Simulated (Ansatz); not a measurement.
in.yaml

```yaml
crystal:
  periodic: [false, false, false]
  atoms:
    - {symbol: Al, position_ang: [0.000000, 0.000000, 0.000000]}
    - {symbol: P, position_ang: [0.000000, 0.000000, 2.072600]}
basis:
  gaussian: {orbitals: 6-31G}
magnetization: {spin_polarized: true, initial_magnetization: 2}
correlation: {method: ccsdtq, electrons: outside_noble_gas}
```

```sh
$ ansatz run in.yaml --threads 1 --pin off --events-out ev --progress --plain --max-ram 2393MiB
```

Log:

```
496 factors; integrals over basis functions are off by at most 8.7e-8 eV
mean field evaluation 1: about -15850.4875 eV, gradient 7.9e0 eV
mean field evaluation 2: about -15850.4916 eV, gradient 7.9e0 eV
mean field evaluation 4: about -15851.2878 eV, gradient 1.1e0 eV
mean field evaluation 8: about -15851.3197 eV, gradient 1.3e-2 eV
mean field evaluation 16: about -15851.3093 eV, gradient 2.9e-1 eV
mean field evaluation 32: about -15851.3197 eV, gradient 1.0e-5 eV
mean field evaluation 64: about -15851.3250 eV, gradient 7.9e-2 eV
mean field evaluation 96: about -15851.3125 eV, gradient 4.8e-1 eV
mean field evaluation 128: about -15851.3196 eV, gradient 1.6e-2 eV
mean field evaluation 160: about -15848.8014 eV, gradient 2.5e0 eV
...
cycle  13  -2.39489706 eV  change   -9.4e-5 eV  update   9.9e-5
cycle  14  -2.39494685 eV  change   -5.0e-5 eV  update   6.1e-5
cycle  15  -2.39494075 eV  change    6.1e-6 eV  update   3.4e-5
cycle  16  -2.39493402 eV  change    6.7e-6 eV  update   2.3e-5
cycle  17  -2.39493075 eV  change    3.3e-6 eV  update   1.3e-5
cycle  18  -2.39492396 eV  change    6.8e-6 eV  update   8.9e-6
cycle  19  -2.39492894 eV  change   -5.0e-6 eV  update   4.5e-6
cycle  20  -2.39492984 eV  change   -8.9e-7 eV  update   2.2e-6
cycle  21  -2.39493047 eV  change   -6.3e-7 eV  update   1.1e-6
cycle  22  -2.39493017 eV  change    3.0e-7 eV  update   4.7e-7
Total energy: -15853.71460069 eV, -582.6132655416 hartree
```

For the same geometry and basis full CI lies 0.1 meV higher.

Ran on 1 thread of Arm Neoverse N1, shared host: 39 s wall, 0.23 GiB peak host memory.
